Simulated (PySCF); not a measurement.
Process, species as SMILES: ClCCl + 2 [H][H] (H2) → C (CH4) + 2 Cl (HCl)
B3LYP-D3(BJ)/def2-TZVP geometries, fixed; electronic energies without zero-point terms.

How fast the energy of full hydrogenation converges with the basis for several methods (PySCF): deviation from each method's own reference, in kcal/mol. References: B3LYP -46.57 kcal/mol, the value in pcseg-3; HF -52.33 kcal/mol, the value in pcseg-3; PBE -43.13 kcal/mol, the value in pcseg-3. All functions are spherical. Density fitting with generated auxiliary sets. In sets without p functions on hydrogen, species with hydrogen take exact integrals. No added dispersion term, no relativity. 

```json
[
 {"basis": "6-31G", "functions": "39", "B3LYP": "4.56", "HF": "?", "PBE": "4.39"},
 {"basis": "3-21G", "functions": "39", "B3LYP": "3.82", "HF": "?", "PBE": "4.26"},
 {"basis": "cc-pV(D+d)Z", "functions": "70", "B3LYP": "0.06", "HF": "?", "PBE": "-0.23"},
 {"basis": "6-311G**", "functions": "82", "B3LYP": "-1.06", "HF": "?", "PBE": "-1.23"},
 {"basis": "def2-SVPD", "functions": "90", "B3LYP": "-4.38", "HF": "?", "PBE": "-4.64"},
 {"basis": "pcseg-2", "functions": "126", "B3LYP": "-0.12", "HF": "?", "PBE": "0.01"},
 {"basis": "def2-TZVPPD", "functions": "173", "B3LYP": "-0.23", "HF": "?", "PBE": "-0.19"},
 {"basis": "pcseg-3", "functions": "254", "B3LYP": "0.00", "HF": "?", "PBE": "0.00"}
]
```

Task: What belongs in the gaps?

Result: 
- 6-31G, HF: 1.08
- 3-21G, HF: -0.06
- cc-pV(D+d)Z, HF: -3.64
- 6-311G**, HF: -2.22
- def2-SVPD, HF: -5.42
- pcseg-2, HF: -0.15
- def2-TZVPPD, HF: -0.23
- pcseg-3, HF: 0.00

Mean absolute deviation over 6-311G**, pcseg-2, def2-TZVPPD: B3LYP 0.47, PBE 0.48, HF 0.86 kcal/mol.
